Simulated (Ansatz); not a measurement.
# BH3O2: molecular dynamics

Purpose: to follow the molecule's vibrations and see whether its bonds hold. The start is relaxed first. Runs: 300 steps of 1 fs at constant energy, with velocities drawn for 300 K. SMILES of the start: OBO.

All numbers below are computed with Ansatz 0.2.0 (RKS PBE-D4/6-31G*).

## Step 1: The starting structure

Bond lengths: B1–O2 1.410 Å, O2–H3 1.010 Å, B1–O4 1.410 Å, O4–H5 1.010 Å, B1–H6 1.190 Å. Angles: B1–O2–H3 109.5°, O2–B1–O4 120.0°, O2–B1–H6 120.0°, O4–B1–H6 120.0°, B1–O4–H5 109.5°.

Coordinates:

```xyz
6

B     0.0000    0.0000    0.0000
O     0.0000    0.0000    1.4100
H    -0.9095   -0.2814    1.7471
O     1.2211    0.0000   -0.7050
H     1.5209   -0.9519   -0.8599
H    -1.0305    0.0000   -0.5950
```

## Step 2: Relaxing the start

input.yaml reads:

```yaml
crystal:
  periodic: [false, false, false]
  atoms:
    - { symbol: B, position_ang: [0.0, 0.0, 0.0] }
    - { symbol: O, position_ang: [0.0, 0.0, 1.41] }
    - { symbol: H, position_ang: [-0.9095, -0.2814, 1.7471] }
    - { symbol: O, position_ang: [1.2211, 0.0, -0.705] }
    - { symbol: H, position_ang: [1.5209, -0.9519, -0.8599] }
    - { symbol: H, position_ang: [-1.0305, 0.0, -0.595] }
basis:
  gaussian: { orbitals: "6-31G*" }
hamiltonian:
  xc: pbe
  dispersion: d4
relax:
  f_tol: 0.02
  max_steps: 40
output:
  orbitals: {}
```

On the command line:

```bash
> ansatz run input.yaml --threads 1 --pin off --max-ram 2048MiB --backend cpu --events-out ev --progress --plain --runs-dir out
```

Further steps of the session: Dynamics.

Before running it: what results should come out? Wanted: relaxation of the start; temperature, first and last step; temperature, second half; potential energy, second half; largest change of the total energy; bonds formed or broken.

The runs gave:

| quantity | value |
| --- | --- |
| relaxation of the start | 7 moves, 0.684 eV lower |
| length | 300 steps of 1 fs |
| temperature, first and last step | 300 and 129 K |
| temperature, second half | mean 147 K, from 69 to 245 K |
| potential energy, second half | +13 meV/atom from the start |
| largest change of the total energy | 0.20 meV/atom |
| bonds formed or broken | 0 |

**Reading.** The temperature starts at 300 K and averages 147 K in the second half, where it ranges from 69 to 245 K; a mean near half the start is what vibrations about a minimum give, since they share energy equally between motion and strain. The total energy strays from its start by at most 0.20 meV/atom, 1.5 % of the mean kinetic energy, so a step of 1 fs is short enough over this time. The bonding pattern survives the run. Averages from a run of 300 fs with 6 atoms are rough.
